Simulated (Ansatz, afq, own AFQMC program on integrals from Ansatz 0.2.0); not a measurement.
**SiH3⁺, singlet in cc-pVDZ, levels against full CI**

```xyz
4

Si    0.0000    0.0000    0.0000
H     1.2718    0.0123   -0.0001
H    -0.6465    1.0952   -0.0025
H    -0.6252   -1.1075    0.0026
```

Basis cc-pVDZ. Noble-gas cores (and the filled d shells of Ga–Kr and In–Xe) are frozen. AFQMC by an in-house program on the Cholesky factors that Ansatz 0.2.0 writes for its CCSD(T) run. The CISD trial takes its coefficients from CCSD amplitudes. Released means that phaseless walkers are propagated on without the constraint, phases kept. Free projection: walkers drawn from exp(T), propagated without any constraint. Its projection time is finite, and what remains of the start isn't in its error. Error bars are statistical, one sigma.

Determinant: RHF, the one that the program's search chose, which needn't be the lowest solution. The geometry is a point of a scan.

Full CI on the same integrals is exact in this basis and with this determinant's frozen core.

The T1 diagnostic is 0.0071. The weight of the determinant in the CISD state is 0.948. The size of the correlated space is 6 electrons in 28 orbitals.

| level | correlation energy (eV) |
| --- | --- |
| MP2 | -2.2443 |
| CCSD | -2.8915 |
| CCSD(T) | -2.9233 |

(1) Estimate where full CI lies against CCSD(T) on the same integrals.

(1) 0.9 kJ/mol below CCSD(T).

Reference: full CI, correlation energy -2.933 eV. The released energy is read at 2.40 1/Eh (meV from the phaseless value at times in 1/Eh: 0.3 ± 0.7 at 0.24, 0.2 ± 0.5 at 0.51, -0.9 ± 0.6 at 0.99, -0.3 ± 0.4 at 1.62, -0.4 ± 0.4 at 2.40).

```tsv
level	E − E(reference) (kJ/mol)	share of correlation (%)
CCSD(T)	0.9	99.68
CCSDT	0.1	99.98
CCSDT(Q)	0.0	100.00
CCSDTQ	0.0	100.00
ph-AFQMC/HF	-1.2 ± 1.1	100.41
ph-AFQMC/CISD	0.0 ± 0.07	100.00
released AFQMC	0.0 ± 0.04	100.01
free AFQMC	0.0 ± 0.06	100.01
```

CCSDT and higher add their correlation energy to the determinant of the CCSD(T) run, since their own runs factorise the integrals more tightly (a shift of under 2 meV). Free projections are given only where their last times agree within the noise and don't stop above the reference; a slow remainder of the start can still hide under it. A walk keeps the symmetry of its determinant, which the program's search chose and which needn't be the lowest solution, so a lower state of the same spin and another symmetry isn't excluded. Released energies are given only where the last usable release times agree within the noise; a slower fall can still hide under it.
